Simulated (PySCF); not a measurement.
# Orbital energies, ionisation energy and electron affinity

BH₃.
Cartesian coordinates in Å at the PBE0-D3(BJ)/def2-SVP level; atoms count from 1:
```
atom  x, y, z in Å
B1     0.0000    0.0000    0.0000
H2     1.2060   -0.0315    0.0153
H3    -0.5756    1.0602   -0.0197
H4    -0.6304   -1.0288    0.0044
```

Level: CAM-B3LYP/def2-SVPD (PySCF). Frontier orbitals with their largest atomic shares (Löwdin; up to four atoms above 4 %):

| orbital | ε (eV) | main atoms |
| --- | --- | --- |
| HOMO−3 | -186.67 | B1 99 % |
| HOMO−2 | -15.95 | B1 41 %, H3 20 %, H4 20 %, H2 20 % |
| HOMO−1 | -11.41 | ? |
| HOMO | -11.41 | ? |
| LUMO | -0.81 | B1 64 %, H3 12 %, H4 12 %, H2 12 % |
| LUMO+1 | 1.31 | B1 84 %, H3 5 %, H4 5 %, H2 5 % |
| LUMO+2 | 3.71 | B1 75 %, H3 11 %, H4 8 %, H2 6 % |

Problem. What vertical ionisation energy does ΔSCF give, and how far is −ε(HOMO) from it?

Solution. ΔSCF: 13.15 eV (1268 kJ/mol; threshold wavelength 94.3 nm); ⟨S²⟩ of the doublet left behind is 0.759, against 0.75 for a pure doublet. −ε(HOMO) is 11.41 eV, 1.74 eV below it. For the exact functional −ε(HOMO) would equal the first vertical ionisation energy; CAM-B3LYP (range-separated hybrid) falls short of its own ΔSCF value by 13 %.

Problem. On which atoms does the HOMO lie?

Solution. HOMO: B1 49 %, H2 28 %, H4 18 %, H3 5 %; HOMO−1: B1 49 %, H3 29 %, H4 16 %, H2 6 %. These 2 orbitals lie within 0.02 eV of one another; within a degenerate set any mixture serves as well, and the shares of a single orbital can change with the mixture. The HOMO−2 lies 4.54 eV lower.

Problem. And the vertical electron affinity, the fundamental gap, Mulliken's electronegativity and the hardness (with the factor ½)?

Solution. EA = -0.31 eV by ΔSCF (−ε(LUMO) = 0.81 eV); a negative value means that the added electron isn't bound at this geometry and level, and the number then depends on the basis. IE − EA = 13.46 eV against an orbital gap of 10.60 eV; (IE + EA)/2 = 6.42 eV; (IE − EA)/2 = 6.73 eV. Parr's electrophilicity index (IE + EA)²/[8(IE − EA)] is 1.53 eV.

Problem. With α = 17.9 au, estimate the like-pair dispersion coefficient by London's formula C6 = (3/4)α²I.

Solution. I = 0.4831 Eh, so C6 ≈ 117 au, a rough estimate.

Problem. The lowest singlet excitation (vertical TDDFT, same level) lies at 5.80 eV. How far is it below IE − EA?

Solution. IE − EA = 13.46 eV, so by 7.66 eV.

Problem. What total energies stand behind the ΔSCF value?

Solution. E(N) = -26.55974 Eh and E(N − 1) = -26.07664 Eh at the same geometry, 0.48310 Eh apart. With one more electron, E(N + 1) = -26.54836 Eh.

Isolated species at its PBE0-D3(BJ)/def2-SVP geometry, gas phase.
